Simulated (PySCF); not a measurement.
CHN, SMILES C#N.

Geometry optimised at ωB97X-D3(BJ)/def2-TZVPD.

Method: ωB97X/def2-TZVPD (PySCF).

Gas-phase values at a fixed geometry.

### Question
Estimate the frontier levels, gap, dipole moment and polarisability. (Estimate from the structure and the level; the computed values follow.)

### Answer

The highest occupied level comes out as -12.99 eV and the lowest empty level is 2.00 eV. The orbital gap is 14.99 eV, the dipole moment is 3.09 D and the quadrupole, principal values (traceless, Buckingham form, about the centre of nuclear charge) comes out as -1.03, -1.03, 2.07 D·Å. The mean static polarisability is 16.9 bohr³ (2.51 Å³). The polarisability, principal values comes out as 14.1, 14.1, 22.5 bohr³.
